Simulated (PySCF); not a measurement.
Ionisation energy of S by level of theory

S [Ne] 3s2 3p4 (3P) → S+ [Ne] 3s2 3p3 (4S), as a difference of total energies. Computed with PySCF 2.14 in cc-pV(T+d)Z (5s4p3d1f, 39 functions), with the non-relativistic Hamiltonian (point nucleus). Correlated levels: valence: [Ne] frozen. The calculations carry no spin-orbit coupling.

```
           method  ionisation energy (eV)
              UHF                   9.235
             BP86                  10.601
SCS-MP2 (valence)                  10.038
   CCSD (valence)                  10.065
CCSD(T) (valence)                  10.096
```

Question: Estimate what MN15 gives.

Answer: 10.360 eV, closest to BP86 among the rows shown.

Question: Estimate what MP2 (valence) gives.

Answer: 9.960 eV, closest to SCS-MP2 (valence) among the rows shown.

Errors of the correlated levels include the incompleteness of this basis and the frozen core.

For comparison: 10.336 eV (measured; NIST levels, between the centres of gravity of the two terms).
